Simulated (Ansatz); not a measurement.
Results of rVV10 (PAW; Ansatz, a program for electronic structure) for solid iodine.

Settings: plane-wave cutoff 520 eV, 8×8×4 k mesh (along the axes of the cell as run), Fermi–Dirac smearing 0.01 eV, scalar-relativistic PAW data made under PBE.

The cell is scaled about its equilibrium volume:

Shape and atoms are relaxed at each volume.

```
V (Å³/atom)  P (GPa)  direct gap at Γ (eV)  smallest gap on the k mesh (eV)  c (Å)
-----------  -------  --------------------  -------------------------------  -----
39.435          0.70                 1.124                            0.691  9.715
40.257          0.32                 1.105                            0.718  9.741
41.078          0.00                 1.088                            0.745  9.765
41.900         -0.27                 1.071                            0.768  9.790
42.721         -0.51                 1.056                            0.792  9.813
```

The fundamental gap (0.74 eV at the equilibrium volume, with added k points) lies elsewhere than Γ–Γ.

Note: the bulk modulus comes from volumes at which shape and atoms were relaxed.

Spin–orbit coupling is not included; with these elements it can move the gap by several tenths of an eV or more.
